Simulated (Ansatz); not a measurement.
Born–Oppenheimer molecular dynamics of CH₃Si₂ (6 atoms, charge -1, multiplicity 1). It starts from a relaxed structure.

Method: RHF/def2-SVP (Ansatz).

- ensemble: NVT, Nosé–Hoover chain
- time step: 0.5 fs
- steps asked: 250
- set temperature: 700 K
- thermostat: time constant 100 fs, chain length 3 (defaults)
- seed: 466086

Frames 1 fs apart, positions in Å.

Velocities at 90.0 fs (Å/ps):

```
C -2.35 1.31 -2.68
Si -0.39 0.46 0.40
Si -0.21 -0.69 0.34
H 21.32 -18.50 3.51
H 17.10 -2.65 25.34
H 6.34 12.05 -17.47
```

```xyz
6
Properties=species:S:1:pos:R:3 time_fs=90.0 energy_less_start_eV=0.310 T=247
C -1.079 0.064 -0.960
Si 0.404 -0.084 -0.021
Si 2.068 0.741 1.283
H -1.473 -0.751 -1.662
H -1.800 0.982 -0.888
H 1.310 0.155 2.512
6
Properties=species:S:1:pos:R:3 time_fs=91.0 energy_less_start_eV=0.252 T=362
C -1.082 0.066 -0.963
Si 0.404 -0.084 -0.021
Si 2.068 0.740 1.283
H -1.449 -0.763 -1.653
H -1.776 0.971 -0.864
H 1.317 0.167 2.494
6
Properties=species:S:1:pos:R:3 time_fs=92.0 energy_less_start_eV=0.193 T=477
C -1.085 0.067 -0.966
Si 0.403 -0.083 -0.020
Si 2.067 0.740 1.283
H -1.421 -0.764 -1.634
H -1.742 0.946 -0.842
H 1.326 0.179 2.476
6
Properties=species:S:1:pos:R:3 time_fs=93.0 energy_less_start_eV=0.218 T=434
C -1.087 0.068 -0.969
Si 0.402 -0.082 -0.020
Si 2.067 0.739 1.283
H -1.392 -0.757 -1.608
H -1.705 0.916 -0.824
H 1.334 0.188 2.461
6
Properties=species:S:1:pos:R:3 time_fs=94.0 energy_less_start_eV=0.327 T=230
C -1.087 0.068 -0.970
Si 0.401 -0.081 -0.020
Si 2.066 0.738 1.283
H -1.366 -0.748 -1.583
H -1.675 0.893 -0.807
H 1.341 0.195 2.453
6
Properties=species:S:1:pos:R:3 time_fs=95.0 energy_less_start_eV=0.391 T=112
C -1.085 0.067 -0.971
Si 0.400 -0.079 -0.020
Si 2.064 0.737 1.282
H -1.348 -0.744 -1.564
H -1.663 0.889 -0.792
H 1.345 0.197 2.451
6
Properties=species:S:1:pos:R:3 time_fs=96.0 energy_less_start_eV=0.329 T=228
C -1.079 0.065 -0.970
Si 0.399 -0.078 -0.020
Si 2.063 0.736 1.280
H -1.341 -0.752 -1.556
H -1.670 0.904 -0.777
H 1.345 0.195 2.458
6
Properties=species:S:1:pos:R:3 time_fs=97.0 energy_less_start_eV=0.239 T=404
C -1.071 0.063 -0.968
Si 0.397 -0.076 -0.020
Si 2.062 0.735 1.279
H -1.344 -0.771 -1.560
H -1.690 0.931 -0.764
H 1.342 0.188 2.473
6
Properties=species:S:1:pos:R:3 time_fs=98.0 energy_less_start_eV=0.221 T=444
C -1.061 0.061 -0.964
Si 0.396 -0.074 -0.021
Si 2.060 0.733 1.277
H -1.356 -0.795 -1.571
H -1.714 0.956 -0.758
H 1.338 0.179 2.492
6
Properties=species:S:1:pos:R:3 time_fs=99.0 energy_less_start_eV=0.263 T=370
C -1.050 0.059 -0.959
Si 0.395 -0.071 -0.021
Si 2.058 0.732 1.274
H -1.373 -0.815 -1.583
H -1.734 0.969 -0.759
H 1.333 0.168 2.514
6
Properties=species:S:1:pos:R:3 time_fs=100.0 energy_less_start_eV=0.291 T=321
C -1.040 0.059 -0.954
Si 0.394 -0.069 -0.020
Si 2.057 0.731 1.272
H -1.392 -0.823 -1.589
H -1.746 0.965 -0.768
H 1.330 0.155 2.535
6
Properties=species:S:1:pos:R:3 time_fs=101.0 energy_less_start_eV=0.258 T=388
C -1.032 0.058 -0.949
Si 0.393 -0.066 -0.020
Si 2.054 0.730 1.269
H -1.410 -0.817 -1.587
H -1.746 0.943 -0.785
H 1.330 0.144 2.553
```

Of the whole run (125 fs, mean temperature of the second half 387 K): The conserved energy stayed within 0.66 meV per atom of its start (net change 0.34 meV per atom), so the integration is sound. The mean temperature of the second half is 45 % below the set value. A run of 0.12 ps of so small a system gives no equilibrium averages. Limits of this set-up: an anion without diffuse functions, the dipole of an ion depends on the origin.

Run time: 2.9 min on 1 thread of Intel(R) Xeon(R) Platinum 8259CL CPU @ 2.50GHz (Skylake/Cascade Lake), with other jobs on the host, peak memory 0.11 GiB.
